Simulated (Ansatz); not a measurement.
## Scan of [Br···H···Si], triplet

Starting geometry:

```xyz
3

Br    0.0000    0.0000   -1.6789
H     0.0000    0.0000   -0.2583
Si    0.0000    0.0000    1.9371
```

From there H2 is moved from one fragment to the other while all else, the fragments' distance too, stays fixed; atoms are numbered as listed. Energies are in kJ/mol, counted from the starting geometry at the same level. Kohn–Sham curves are unrestricted where that lies lower.

Basis cc-pVDZ; Ansatz 0.2.0. Only valence electrons are correlated (noble-gas cores and the filled d shells of p-block atoms frozen). Prefix R: restricted or restricted open-shell reference. No spin–orbit coupling is included, and no scalar relativity.

In so small a basis the reference is far from its limit while semilocal and hybrid functionals are nearer theirs (RPA and double hybrids share much of the reference's basis error), so the functionals' errors here hold much of the reference's basis and frozen-core error, which can add to them or hide them.

Full CI isn't at hand for all of this; RCCSDTQ serves as the reference, and is uncertain by about the last step of the cluster series.

| distance Br1-H2 (Å) | RCCSDTQ | PBE | r2SCAN | B97M-V | B2PLYP | RPA-PBE |
| --- | --- | --- | --- | --- | --- | --- |
| 1.421 | 0.0 | 0.0 | 0.0 | 0.0 | 0.0 | 0.0 |
| 1.529 | 4.1 | -7.3 | -4.0 | -2.5 | -0.1 | 3.0 |
| 1.744 | 32.9 | 3.4 | 10.9 | 9.2 | 20.4 | 27.3 |
| 1.960 | 48.0 | 17.4 | 24.3 | 15.8 | 32.3 | 37.8 |
| 2.176 | 71.6 | 53.0 | 56.5 | 42.1 | 58.5 | 58.7 |
